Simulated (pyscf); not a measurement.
Optimised with ωB97X-D3(BJ)/def2-SVP in PySCF.

Task: Estimate the classical barrier height and the reaction energy of F–GeH₂–F + H• → F–GeH•–F + H₂ at ωB97M-D3(BJ)/def2-TZVP. The step runs on the doublet surface, breaks Ge–H and forms H–H; take the separated reactants as zero.

Result: ΔE‡ = 3.8 kcal/mol, ΔE = -20.1 kcal/mol. Zero-point energy shifts the barrier by -0.5 kcal/mol. It is a hydrogen abstraction, with an imaginary mode of 902i cm⁻¹. This saddle turned up in a search for another step; its sides and bond changes are read from the two ends of the descent. One saddle was located; it need not be the lowest between these sides. The angle at the transferred H is 177°. Elements up to Kr have no core potential and no relativistic terms here.
